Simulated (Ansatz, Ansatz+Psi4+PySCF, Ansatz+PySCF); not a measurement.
```yaml
atoms:
  - { symbol: C, position_ang: [-1.1300, -0.8700, -0.0001] }
  - { symbol: C, position_ang: [-0.0864, 0.1215, -0.0003] }
  - { symbol: C, position_ang: [1.3583, -0.3536, -0.0001] }
  - { symbol: H, position_ang: [-2.1592, -0.5336, 0.0011] }
  - { symbol: H, position_ang: [-0.9190, -1.9331, -0.0005] }
  - { symbol: O, position_ang: [-0.3627, 1.3022, 0.0000] }
  - { symbol: H, position_ang: [2.0207, 0.5106, -0.0144] }
  - { symbol: H, position_ang: [1.5672, -0.9557, 0.8895] }
  - { symbol: H, position_ang: [1.5611, -0.9819, -0.8727] }
```

Basis set: cc-pVTZ (spherical functions). Left uncorrelated: 4 orbitals. Correlation on ROHF uses semicanonical orbitals with singles. Charge 0, multiplicity 2.

Computed with Ansatz (development build ahead of 0.2.0); each method stands on the lowest determinant of its kind that the runs found.

The atomization energy at this shape (free ground-state atoms in the same class of orbitals less the molecule, no zero-point energy) of doublet C3H5O:

```tsv
method	atomization energy
ROHF-MP2	3629.0 kJ/mol
```

Task: What does UHF-MP2 give?

Result: 3605.3 kJ/mol. Caution: forces differ strongly between restricted and unrestricted references. Caution for UHF-MP2: the unrestricted determinant is spin contaminated.
